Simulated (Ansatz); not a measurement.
C4H7ClO can be A, `C=C(Cl)OCC`, or B, `C/C(O)=C(\C)Cl`.

Calculated with Ansatz (gas phase, PBE0-D4/def2-TZVP geometries, no zero-point term in ΔE). CCSD(T)/CBS is the MP2 limit (def2-TZVPP, def2-QZVPP) plus CCSD(T) − MP2 in def2-TZVPP, frozen cores. DFT in def2-TZVPP. B3LYP here is the variant with VWN-RPA as its local correlation; programs differ in this. Each species was taken in one conformer, which may not be the lowest.

(1) Which is lower in electronic energy at CCSD(T)/CBS, and by how much? (An estimate is asked.)

(2) Give E(B) − E(A) in kJ/mol with PBE0-D4, ωB97M-V, B2PLYP, MP2/def2-TZVPP, B3LYP-D4, CCSD/def2-TZVPP, r2SCAN-D4. (Estimate.)

Largest T1 diagnostic: 0.011.

## Answers

(1) Ansatz gave: B, by 71.1 kJ/mol.

(2) The calculation gave: PBE0-D4 -73.9, ωB97M-V -68.2, B2PLYP -65.4, MP2/def2-TZVPP -74.8, B3LYP-D4 -64.8, CCSD/def2-TZVPP -66.2, r2SCAN-D4 -69.4. None reverses the order clearly.

In def2-TZVPP, CCSD(T) changes the Hartree–Fock value by −14.2 kJ/mol (the triples alone add −1.5 kJ/mol) and MP2 by −21.3 kJ/mol. The D4 term adds −3.4 kJ/mol with B3LYP and −1.8 kJ/mol with PBE0; it sums over pairs of atoms, weighted by their polarisabilities, and B3LYP, whose exchange is more repulsive, gets the larger term.
